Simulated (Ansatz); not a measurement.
A made-up structure of AlBSiH6, closed shell:

Al1  (0.128, 0.718, 0.329)
B2  (-1.197, 1.076, -1.269)
Si3  (0.896, -1.079, 0.785)
H4  (-2.330, 0.916, -1.152)
H5  (-0.788, 1.408, -2.291)
H6  (0.516, 1.830, 1.290)
H7  (2.273, -1.037, 1.352)
H8  (0.886, -2.062, -0.334)
H9  (-0.024, -1.603, 1.843)
(Å)

It is relaxed with PBE-D4/def2-SVP and then PBE0-D4/def2-TZVP (Ansatz 0.2.0). Atoms count as bonded within 1.22 times the sum of their covalent radii (H–H: 0.88 Å). The end point is not checked to be a true minimum.

Q: Does its bonding change? (A judgement: the text doesn't fix the answer.)

A: The calculation gives: No: no bond forms or breaks.

Where it ends: The first stage lowers the energy by 1.66 eV in 6 steps. It ends as AlBSiH₆ ([BH2][AlH][SiH3]):
```json
{"atom": "Al1", "x (Å)": "-0.0491", "y (Å)": "0.9086", "z (Å)": "0.3802"}
{"atom": "B2", "x (Å)": "-1.1808", "y (Å)": "1.2168", "z (Å)": "-1.3723"}
{"atom": "Si3", "x (Å)": "0.9387", "y (Å)": "-1.2934", "z (Å)": "0.8884"}
{"atom": "H4", "x (Å)": "-2.3657", "y (Å)": "1.0309", "z (Å)": "-1.4214"}
{"atom": "H5", "x (Å)": "-0.6868", "y (Å)": "1.5577", "z (Å)": "-2.4119"}
{"atom": "H6", "x (Å)": "0.2047", "y (Å)": "2.0814", "z (Å)": "1.4311"}
{"atom": "H7", "x (Å)": "2.4217", "y (Å)": "-1.1909", "z (Å)": "1.0231"}
{"atom": "H8", "x (Å)": "0.6596", "y (Å)": "-2.3248", "z (Å)": "-0.1511"}
{"atom": "H9", "x (Å)": "0.4172", "y (Å)": "-1.8194", "z (Å)": "2.1844"}
```

Labels in which every atom is bracketed show which atoms are joined, not bond orders.

For scale, one of the runs: PBE0-D4/def2-TZVP relaxation, 141 basis functions, launched by `ansatz run in.yaml --threads 2 --pin off --events-out ev --progress --plain --max-ram 4352MiB`. The run took about 68 s on 2 CPU threads of an Arm Neoverse V1 (shared host).
